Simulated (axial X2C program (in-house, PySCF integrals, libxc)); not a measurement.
# CBO: bond lengths and stretches, held linear

Aim: the two bond lengths and stretching wavenumbers of linear CBO, with and without spin–orbit coupling, at PBE0, HF, r2SCAN, MP2.

The runs use an in-house X2C program for linear molecules on PySCF integrals; all-electron X2C, two-component (2c) or spin-free, C dyall-v3z, B dyall-v3z, O dyall-av3z.

All values are calculated.

2 further runs of the same task are left out: 2 set aside as unsound or not needed.

## 1. Set-up

task.json

```json
{"zs": [6, 5, 8], "q": 0, "bas": ["dyall-v3z", "dyall-v3z", "dyall-av3z"], "r0": [1.45, 1.35], "symm": 0, "scan": ["PBE0", "HF", "r2SCAN"], "levels": ["PBE0", "HF", "TPSSh"], "nst": 2}
```

Keys: zs atomic numbers; q charge; bas basis sets; r0 starting distance in Å; symm equal bonds; scan levels of the two-bond scan (MP2 follows by itself at each HF point); levels methods; nst determinants followed.

Launch:

```bash
> python solin.py task.json out
```

Masses C 12.000, B 11.009, O 15.995 u.

## 2. Scan at PBE0, 2c

State: Ω = 3/2 (beyond evenly filled blocks: ω = 3/2). Energies above the lowest point, from the job's result record:

```csv
r(C–B) (Å),r(B–O) (Å),E (meV)
1.4313,1.1807,67.56
1.4313,1.2110,21.95
1.4313,1.2413,53.64
1.4680,1.1807,40.76
1.4680,1.2110,0.00
1.4680,1.2413,36.67
1.4680,1.2716,136.93
1.5047,1.1807,56.94
1.5047,1.2110,20.52
1.5047,1.2413,61.63
1.5414,1.2110,76.17
1.5414,1.2716,230.05
```

A quadratic surface with cubic terms in each bond gives the minimum at 1.468 and 1.211 Å, force constants 5.05, 13.5 and coupling 0.64 mdyn/Å.

## 3. Scan at HF, 2c

State: Ω = 3/2 (beyond evenly filled blocks: ω = 3/2). Energies above the lowest point, from the job's result record:

```csv
r(C–B) (Å),r(B–O) (Å),E (meV)
1.4313,1.1807,47.23
1.4313,1.2110,67.25
1.4313,1.2413,166.29
1.4680,1.1807,0.00
1.4680,1.2110,24.27
1.4680,1.2413,127.66
1.4680,1.2716,295.90
1.5047,1.1807,1.07
1.5047,1.2110,29.19
1.5047,1.2413,136.51
1.5414,1.2110,74.16
1.5414,1.2716,360.91
```

A quadratic surface with cubic terms in each bond gives the minimum at 1.485 and 1.187 Å, force constants 5.26, 15.7 and coupling 0.57 mdyn/Å.

## 4. Scan at r2SCAN, 2c

State: Ω = 3/2 (beyond evenly filled blocks: ω = 3/2). Energies above the lowest point, from the job's result record:

```csv
r(C–B) (Å),r(B–O) (Å),E (meV)
1.4313,1.1807,78.87
1.4313,1.2110,18.53
1.4313,1.2413,35.04
1.4680,1.1807,55.56
1.4680,1.2110,0.00
1.4680,1.2413,21.41
1.4680,1.2716,105.92
1.5047,1.1807,74.71
1.5047,1.2110,23.42
1.5047,1.2413,49.20
1.5414,1.2110,81.40
1.5414,1.2716,203.97
```

A quadratic surface with cubic terms in each bond gives the minimum at 1.464 and 1.217 Å, force constants 5.07, 12.9 and coupling 0.63 mdyn/Å.

## 5. Comparison

| level | r(C–B) (Å) | r(B–O) (Å) | lower stretch (cm⁻¹) | upper stretch (cm⁻¹) |
| --- | --- | --- | --- | --- |
| PBE0, 2c | 1.468 | 1.211 | 963.1 | 1969.0 |
| HF, 2c | 1.485 | 1.187 | 986.6 | 2122.5 |
| r2SCAN, 2c | 1.464 | 1.217 | 961.7 | 1934.6 |
| MP2, 2c | 1.486 | 1.220 | 947.0 | 1993.4 |
| PBE0, spin-free | 1.467 | 1.211 | 963.1 | 1968.9 |
| HF, spin-free | 1.485 | 1.187 | 986.6 | 2122.4 |
| r2SCAN, spin-free | 1.464 | 1.217 | 961.7 | 1934.5 |
| MP2, spin-free | 1.486 | 1.220 | 947.0 | 1993.4 |

Scans not shown above were run alike.

In words: Over the levels the C–B bond spans 1.464 to 1.486 Å and the B–O bond 1.187 to 1.220 Å. At PBE0 spin–orbit coupling leaves both bonds unchanged to 0.001 Å. Each state is one determinant, the lowest of a limited PBE0 search; the stretches come from a fit to few points and are good to some per cent at best. MP2 freezes inner shells (threshold -2 hartree). The molecule was held linear; bending was not examined, so a bent shape may lie lower. Note: several unpaired electrons, one determinant need not be a pure state.
